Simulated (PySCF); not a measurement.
**AlClH3P, a complex of two parts: interaction energy**

What interaction energy should one expect for `[Al][Cl]` with `P`?

Computed with PySCF 2.14.0; each step states its level. No surroundings beyond the atoms listed, unless a continuum is named. Atoms count from 0, parts from 1.

## 1. The system as given

6 atoms, charge 0, multiplicity 1; geometry: GFN2-xTB. Parts: 1 = atoms 0–1, `[Al][Cl]`, charge 0; 2 = atoms 2–5, `P`, charge 0.

## 2. Optimising the geometry at PBE0-D3(BJ)/def2-SVPD

The job: settings as JSON, then the geometry in Å.

```
{"job": {"xc": "PBE0", "basis": "def2-SVPD", "d3": "d3bj", "grid": 2, "kind": "geom"}, "charge": 0, "multiplicity": 1, "parts": [{"atoms": "0-1", "charge": 0, "multiplicity": 1}, {"atoms": "2-5", "charge": 0, "multiplicity": 1}]}
Al     0.493314     0.096084     0.829375
Cl    -0.705399     0.186855    -0.818802
P      2.968576     0.285604     0.085824
H      4.311702     0.300939    -0.372601
H      3.379537    -0.112986     1.353242
H      2.795867    -1.021782    -0.360791
```

Command:

```bash
OMP_NUM_THREADS=1 python cluster_run.py task.json out
```

This one command runs all jobs of the session in turn.

**Question.** The jobs that follow are: CCSD(T)/aug-cc-pVDZ and MP2/aug-cc-pVTZ counterpoise interaction energy, frozen core, gas phase. Predict: rotational constants (main isotopes); interaction energy, CCSD(T) limit estimate; MP2/aug-cc-pVTZ; T1 diagnostic.

**Answer**, as computed:

| quantity | value |
| --- | --- |
| rotational constants (main isotopes) | 6.68, 2.35, 1.77 GHz |
| interaction energy, CCSD(T) limit estimate | -3.10 kcal/mol |
| MP2/aug-cc-pVTZ | -3.49 kcal/mol |
| T1 diagnostic | 0.0133 |

What this shows: Relaxing lowered the energy by 0.524 eV in 19 steps; the close pair that moved most is Al0–P2, from 2.591 to 3.052 Å. The interaction energy leaves out the deformation of the parts, 0.69 kcal/mol (MP2); added to the CCSD(T) estimate it gives a binding of about -2.41 kcal/mol. The estimate adds CCSD(T) less MP2 in the small basis (+0.93 kcal/mol) to extrapolated MP2. Hartree-Fock gives 1.39 against -3.10 kcal/mol, so correlation carries all of the binding.
